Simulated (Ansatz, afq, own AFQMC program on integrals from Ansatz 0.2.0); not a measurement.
Where AFQMC and coupled cluster stand for GeH2SCl, doublet

| atom | x (Å) | y (Å) | z (Å) |
| --- | --- | --- | --- |
| S | -0.3686 | 1.7467 | -0.5694 |
| Ge | 0.1695 | -0.2556 | 0.2432 |
| Cl | -1.5549 | -1.5888 | 0.1858 |
| H | -0.8628 | 1.2588 | -1.7286 |
| H | 0.5126 | -0.0010 | 1.7391 |

Connectivity, by distances: SH–GeH–Cl.

Basis def2-TZVP. Only valence electrons are correlated. Ansatz 0.2.0 and our own AFQMC program on the same integrals; the CISD trial comes from CCSD amplitudes, and released means the phaseless constraint is let go. Error bars are statistical, one sigma. No spin–orbit coupling.

Determinant: UHF, the one that the program's search chose, which needn't be the lowest solution. The geometry is a PBE0/def2-SVP stationary point of this or a neighbouring charge and spin state.

No full CI on the walks' own integrals is used here. The released AFQMC energy serves as the reference, which it does only where one determinant dominates, the energy is flat over the last release times and near the phaseless one (40 meV or 2 meV an electron, half that with transition metals). On small molecules, where full CI could be run and the noise was under 10 meV, such values lay within 10 meV of it in 19 cases of 20, a flattering rate, since the rule was set on those same cases; what remains of the bias isn't in the error bar.

Cautions: no relativity below Rb; no spin-orbit coupling; inner d shell frozen; the released value is read at 1.50 1/Eh with a noise of 14 meV, more than in the cases checked (meV from the phaseless value at times in 1/Eh: -16 ± 9 at 0.24, -36 ± 7 at 0.51, -30 ± 9 at 0.99, -26 ± 14 at 1.50).

```
T1 diagnostic                               : 0.0144
weight of the determinant in the CISD state : 0.803
⟨S²⟩ of the determinant                     : 0.760
size of the correlated space                : 19 electrons in 110 orbitals
```

Task: Estimate: order these by the size of their error in total energy against AFQMC with the constraint released, smallest first.
A. CCSD(T)
B. MP2
C. CCSD
D. phaseless AFQMC with a CISD trial

Result: D (0.95 ± 0.59 mEh), A (3.13 ± 0.51 mEh), C (25.30 ± 0.51 mEh), B (72.18 ± 0.51 mEh).

Reference: AFQMC with the constraint released, correlation energy -14.186 ± 0.014 eV.

Released energies are given only where the last usable release times agree within the noise; a slower fall can still hide under it.
